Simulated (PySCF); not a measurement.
## The electron affinity along group 14

All values are computed (PySCF 2.14, energy differences of UHF-based or UKS calculations, no spin-orbit coupling). Values in eV. The last column holds reference values (measured affinities from photodetachment; the arrow runs from anion to atom). Unmarked ones compare directly (S terms, centres of terms, or small fine structure); those marked * lie between the lowest fine-structure levels and include a spin-orbit shift.

| element | configurations | UHF | MP2 (valence) | CCSD (valence) | CCSDT (valence) | PBE | r2SCAN | reference |
| --- | --- | --- | --- | --- | --- | --- | --- | --- |
| C (aug-cc-pVDZ-DK, spin-free X2C) | [He] 2s2 2p3 → [He] 2s2 2p2 | 0.464 | 1.184 | 1.093 | 1.150 | 1.570 | 1.493 | 1.262 |
| Si (aug-cc-pVDZ-DK, spin-free X2C) | [Ne] 3s2 3p3 → [Ne] 3s2 3p2 | 0.858 | 1.305 | 1.252 | 1.288 | 1.491 | 1.544 | 1.390 * |
| Ge (aug-cc-pVDZ-DK, spin-free X2C) | [Ar] 3d10 4s2 4p3 → [Ar] 3d10 4s2 4p2 | 0.846 | 1.235 | 1.210 | 1.241 | 1.408 | 1.492 | 1.233 * |

The highest occupied level of the anion is positive for C⁻ at PBE, r2SCAN; Si⁻ at PBE, r2SCAN; Ge⁻ at PBE, r2SCAN, so there the basis helps to hold the electron.

"Valence" correlates the outer s and p shells and, in groups 3 to 12 and the f block, the outer d or f shell, open or full, or the next shell where the ion has no valence electron left; the wider scheme adds the next inner shell.
